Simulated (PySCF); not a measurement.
Gas-phase XPS of cyclo-(PH)4, computed

Compound: cyclo-(PH)4.
Bonds: P1–P2, P1–P4, P2–P3, P3–P4. Hydrogens: H5 on P1; H6 on P2; H7 on P3; H8 on P4.

Level of theory: delta-SCF UKS SCAN, pcX-2 on the ionised atom, pcseg-1 elsewhere, spin-free X2C (PySCF 2.14.0). Each binding energy is the total energy of the core-ionised species, with the hole localised on one atom, minus that of the ground state; both are solved self-consistently, so orbital relaxation is included.

What binding energy does each computed site have?

```tsv
atom(s)	bonded to	level	binding energy (eV)	2p1/2 (eV)	count
P1/P2/P3/P4	H and 2 P	P 2p3/2	136.54	137.43	4
P1/P2/P3/P4	H and 2 P	P 1s	2150.09	–	4
```

What is the longest wavelength that can ionise P 1s of P1/P2/P3/P4 vertically?

λ = hc/E = 12398.42 eV Å / 2150.09 eV = 5.766 Å.

One atom of each set of topologically equivalent atoms was ionised and stands for the set; in this conformer not all members are related by symmetry, and their own values weren't computed. For 2p shells one spin-free hole was relaxed; a mean-field spin–orbit operator and the ground-state splitting of the three 2p orbitals were then diagonalised within the shell. The shell's mean is (2 × 2p3/2 + 2p1/2)/3, and the degeneracies 2j + 1 give areas of 2:1. 2p1/2 minus 2p3/2 (ligand field included): P 0.89 eV. Isolated species at its PBE0-D3(BJ)/def2-SVP geometry (one conformer only).
